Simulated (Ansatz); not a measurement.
A made-up structure of C2H4N (charge -1), singlet:

C1  (-0.964, -0.135, -0.660)
N2  (0.907, 0.086, 0.743)
C3  (-0.328, -0.281, 0.481)
H4  (-1.990, -0.483, -0.750)
H5  (-0.497, 0.332, -1.543)
H6  (1.504, 0.537, 0.051)
H7  (1.294, -0.081, 1.672)
(Å)

It is relaxed with PBE-D4/def2-SVPD and then PBE0-D4/def2-TZVPD (Ansatz 0.2.0). Atoms count as bonded within 1.22 times the sum of their covalent radii (H–H: 0.88 Å). The end point is not checked to be a true minimum.

Task: Does its bonding change? (Judge from chemistry; the calculation decides.)

Result: By the calculation: No: no bond forms or breaks.

Where it ends: The first stage lowers the energy by 0.31 eV in 6 steps. It ends as C₂H₄N ([CH2][C][NH2]), total charge -1:
C1  (-0.950, -0.140, -0.614)
N2  (0.985, -0.112, 0.687)
C3  (-0.385, -0.412, 0.583)
H4  (-1.987, -0.380, -0.835)
H5  (-0.384, 0.338, -1.445)
H6  (1.360, 0.559, 0.000)
H7  (1.288, 0.122, 1.618)
(Å)

Labels in which every atom is bracketed show which atoms are joined, not bond orders.

For scale, one of the runs: PBE0-D4/def2-TZVPD relaxation, 147 basis functions, launched by `ansatz run in.yaml --threads 2 --pin off --events-out ev --progress --plain --max-ram 4352MiB`. Hardware: 2 CPU threads of an Arm Neoverse V2, shared host. Wall time about 30 s.
